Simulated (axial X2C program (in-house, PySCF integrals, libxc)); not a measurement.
**Low determinants of MgSi⁺ at the PBE0 level, with spin–orbit coupling**

Calculated with an in-house relativistic program for diatomic molecules. Two-component (2c) means X2C with spin–orbit coupling and atomic mean-field two-electron Coulomb and Gaunt terms. Basis: Si dyall-v3z [8s7p2d1f], Mg dyall-cv3z [9s8p6d3f] (cores contracted in-house); Gaussian nuclei, density fitting, unrestricted open shells. Masses: Si 27.977 u, Mg 23.985 u.

Search at 2.709 Å (vertical energies from the lowest determinant):

| ΔE (eV) | state | electrons beyond evenly filled partner blocks | electrons in ±ω = 1/2, 3/2, 5/2, 7/2 |
| --- | --- | --- | --- |
| 0.00 | Ω = 1/2 | ω = 1/2 | 21 4 0 0 |
| 0.02 | Ω = 3/2 | ω = 3/2 | 20 5 0 0 |
| 1.38 | Ω = 1/2 | 2 × ω = -1/2, ω = 3/2 | 20 5 0 0 |
| 1.43 | Ω = 5/2 | 2 × ω = 1/2, ω = 3/2 | 20 5 0 0 |
| 1.76 | Ω = 3/2 | 3 × ω = 1/2 | 21 4 0 0 |
| 2.03 | Ω = 1/2 | ω = 1/2 | 19 6 0 0 |

Lowest determinant, Ω = 1/2 (⟨Sz⟩ = -0.50, ⟨Lz⟩ = 1.00 at PBE0): Re = 2.699 Å, ωe = 279.1 cm⁻¹.

The determinant in row 2 of the search, Ω = 3/2 (⟨Sz⟩ = 0.50, ⟨Lz⟩ = 1.00 at PBE0), was followed along the bond at PBE0; measured from the minimum of the lowest determinant it gives:

Te = 0.020 eV (157 cm⁻¹), Re = 2.699 Å, ωe = 279.5 cm⁻¹.

Task: Compare the bond of the determinant in row 2 with that of the lowest one.

Result: At PBE0 its Re is the same within 0.001 Å and its force constant, which goes as ωe², is 1.00 times that of the lowest determinant. T0 ≈ Te + Δωe/2 = 157 + (0) = 157 cm⁻¹.

The search compares states at one distance, so a state with another bond length can lie lower; it is not exhaustive and yields mostly the lowest determinant of each block pattern, so other components and higher states of one pattern are missing. These are energies of single determinants, not of spin-adapted states; PBE0 term energies can be off by some tenths of an eV, and the functional has no current term.
